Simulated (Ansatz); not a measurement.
# BN2H5 (SMILES NBN) at B3LYP/6-31G(d) (Cartesian functions)

Aim: the vertical singlet–triplet gap of BN2H5 at B3LYP/6-31G* (Cartesian functions), from 2 runs. 

The calculation is run with Ansatz 0.2.0.

41 further runs of the same task are left out: 41 set aside as unsound or not needed.

### Step 1. Starting point

BN2H5: 8 atoms, total charge 0, spin state singlet. As SMILES, `NBN`. The coordinates come from a PBE0-D4/def2-TZVP relaxation.

Bond lengths: N1–B2 1.409 Å, B2–N3 1.409 Å, N1–H4 1.005 Å, N1–H5 1.002 Å, B2–H6 1.200 Å, N3–H7 1.003 Å, N3–H8 1.005 Å. Angles: N1–B2–N3 122.9°, N1–B2–H6 118.5°, N3–B2–H6 118.5°, B2–N1–H4 124.5°, B2–N1–H5 121.9°, B2–N3–H7 121.9°, B2–N3–H8 124.5°, H4–N1–H5 113.6°, H7–N3–H8 113.6°.

### Step 2. A single-point energy at B3LYP/6-31G(d) (Cartesian functions)

File in.yaml:

```yaml
crystal:
  periodic: [false, false, false]
  atoms:
    - {symbol: N, position_ang: [-0.971000, 0.516500, -0.581100]}
    - {symbol: B, position_ang: [0.194200, 0.386600, 0.200500]}
    - {symbol: "N", position_ang: [0.848200, -0.845200, 0.401400]}
    - {symbol: H, position_ang: [-1.426800, -0.244500, -1.053400]}
    - {symbol: H, position_ang: [-1.423900, 1.400900, -0.713700]}
    - {symbol: H, position_ang: [0.649700, 1.368600, 0.718000]}
    - {symbol: H, position_ang: [1.676700, -0.919800, 0.960900]}
    - {symbol: H, position_ang: [0.545000, -1.720300, 0.011600]}
basis:
  gaussian:
    orbitals: "6-31G*"
accuracy: high
hamiltonian:
  xc: {name: B3LYP}
output: {orbitals: {seedname: orbitals}}
```

On the command line:

```sh
ansatz run in.yaml --threads 1 --pin off --max-ram 3480MiB --events-out events.jsonl --progress --plain --runs-dir runs
```

The log of the run:

```text
Warning: RAYON_NUM_THREADS=1 ignored (pool sized by the plan → 1); use --threads N
Functional definition: B3LYP
  name "B3LYP"
  parameter a0 = 0.2
  parameter ax = 0.72
  parameter ac = 0.81
  exchange = (1 - a0 - ax)*slater_x + ax*b88_x + a0*exact_x
  correlation = (1 - ac)*vwn_rpa_c + ac*lyp_c
1256 factors; integrals over basis functions are off by at most 2.7e-9 eV
mean field evaluation 1: about -3731.0388 eV, gradient 6.8e1 eV
mean field evaluation 2: about -3724.3438 eV, gradient 8.6e1 eV
mean field evaluation 4: about -3739.8902 eV, gradient 1.8e0 eV
mean field evaluation 8: about -3739.8937 eV, gradient 3.3e-2 eV
mean field evaluation 16: about -3739.8937 eV, gradient 3.9e-7 eV
mean field -3739.89371354 eV, -137.4385589815 hartree, gradient 2.1e-8 eV, S^2 0.000000; 0 other end points of the search recorded, 0 dependent functions left out
reference -3739.89374523 eV, -137.4385601461 hartree; 12, 12 occupied and 43, 43 virtual orbitals, 1256 factors
Total energy: -3739.89374523 eV, -137.4385601461 hartree
```

Run time: 1.5 s. Hardware: 1 thread of Intel Xeon 6975P-C (Granite Rapids), shared host; peak memory 0.16 GiB.

### Step 3. The triplet

File run.yaml:

```yaml
crystal:
  periodic: [false, false, false]
  atoms:
    - {symbol: N, position_ang: [-0.971000, 0.516500, -0.581100]}
    - {symbol: B, position_ang: [0.194200, 0.386600, 0.200500]}
    - {symbol: N, position_ang: [0.848200, -0.845200, 0.401400]}
    - {symbol: H, position_ang: [-1.426800, -0.244500, -1.053400]}
    - {symbol: H, position_ang: [-1.423900, 1.400900, -0.713700]}
    - {symbol: H, position_ang: [0.649700, 1.368600, 0.718000]}
    - {symbol: H, position_ang: [1.676700, -0.919800, 0.960900]}
    - {symbol: H, position_ang: [0.545000, -1.720300, 0.011600]}
basis:
  gaussian:
    orbitals: "6-31G*"
accuracy: high
hamiltonian:
  xc: {name: B3LYP}
output: {orbitals: {seedname: orbitals}}
magnetization:
  spin_polarized: true
  initial_magnetization: 2
```

On the command line:

```sh
ansatz run run.yaml --threads 1 --pin off --max-ram 3480MiB --events-out events.jsonl --progress --plain --runs-dir runs
```

The log of the run, cut to the lines that bear on the results:

```text
Warning: RAYON_NUM_THREADS=1 ignored (pool sized by the plan → 1); use --threads N
[... 7 set-up lines as earlier in the session ...]
1258 factors; integrals over basis functions are off by at most 2.7e-9 eV
mean field evaluation 1: about -3726.6736 eV, gradient 3.8e1 eV
mean field evaluation 2: about -3721.7679 eV, gradient 4.9e1 eV
mean field evaluation 4: about -3733.0606 eV, gradient 2.1e0 eV
mean field evaluation 8: about -3733.2012 eV, gradient 9.6e-1 eV
mean field evaluation 16: about -3733.2055 eV, gradient 3.8e-4 eV
mean field evaluation 32: about -3733.2060 eV, gradient 7.1e-7 eV
mean field evaluation 64: about -3732.4813 eV, gradient 6.2e0 eV
mean field -3733.20601659 eV, -137.1927906518 hartree, gradient 1.2e-8 eV, S^2 2.006222; 5 other end points of the search recorded, 0 dependent functions left out
reference -3733.20604832 eV, -137.1927918179 hartree; 13, 11 occupied and 42, 44 virtual orbitals, 1258 factors
Total energy: -3733.20604832 eV, -137.1927918179 hartree
```

Run time: 10 s. Hardware: 1 thread of Intel Xeon 6975P-C (Granite Rapids), shared host; peak memory 0.21 GiB.

### Step 4. What came out

At B3LYP/6-31G* (Cartesian functions):

```
                                        quantity          value
                           singlet: total energy  -137.43856 Eh
                            singlet: HOMO energy       -6.11 eV
                            singlet: LUMO energy        2.40 eV
                          singlet: HOMO–LUMO gap        8.51 eV
                           triplet: total energy  -137.19279 Eh
     triplet: HOMO energy (highest over α and β)        0.49 eV
                                   triplet: ⟨S²⟩          2.006
vertical energy of the triplet above the singlet       6.688 eV
```

In words: At this shape the triplet lies 6.69 eV (645 kJ/mol) above the singlet.
